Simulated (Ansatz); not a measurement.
# AlBO (triplet): the correlation ladder, def2-QZVPP

An exercise on one series of results from a longer session: the logs are not shown, and one member is left open.

The runs use Ansatz 0.2.0, Gaussian basis; def2-QZVPP, core rule «outside noble gas», up to 7 orbitals frozen.

To be run: UHF; ROHF; CCSD(T) on UHF.

2 further runs of the same task are left out: 2 set aside as unsound or not needed.

**What is computed**

The geometry is a PBE0/def2-TZVP stationary point (not a proven minimum) of the parent state, kept for this charge and spin.

3 atoms, charge 0, spin multiplicity 3.

Atoms are counted from 1 here; the program's logs count them from 0.

Bond lengths: Al1–B2 2.246 Å, B2–O3 1.207 Å. Angles: Al1–B2–O3 180.0°.

The first run:

in.yaml reads:

```yaml
crystal:
  periodic: [false, false, false]
  atoms:
    - {symbol: Al, position_ang: [0.000000, 0.000000, 1.899900]}
    - {symbol: B, position_ang: [0.000000, 0.000000, -0.346500]}
    - {symbol: O, position_ang: [0.000000, 0.000000, -1.553400]}
basis:
  gaussian: {orbitals: "def2-QZVPP.json"}
magnetization: {spin_polarized: true, initial_magnetization: 2}
hamiltonian: {xc: hf}
output: {orbitals: {seedname: orbitals}}
```

Run with:

```console
$ ansatz run in.yaml --threads 1 --pin off --events-out ev --progress --plain --max-ram 2393MiB
```

Among the steps run: UHF; ROHF; CCSD(T) on UHF.

One of the session's tables, all rows but one given; the rest of the session is left out.

| method | from UCCSD(T) (kJ/mol) |
| --- | --- |
| ROHF | ? |
| UHF | +1046.8 |
| UMP2 | +65.3 |
| UCCSD | +51.9 |
| UCCSD(T) | 0 |

**Question.** Estimate the row for ROHF.

The run gave: from UCCSD(T) (kJ/mol): +1051.0. In the column «from UCCSD(T) (kJ/mol)» it is the highest.
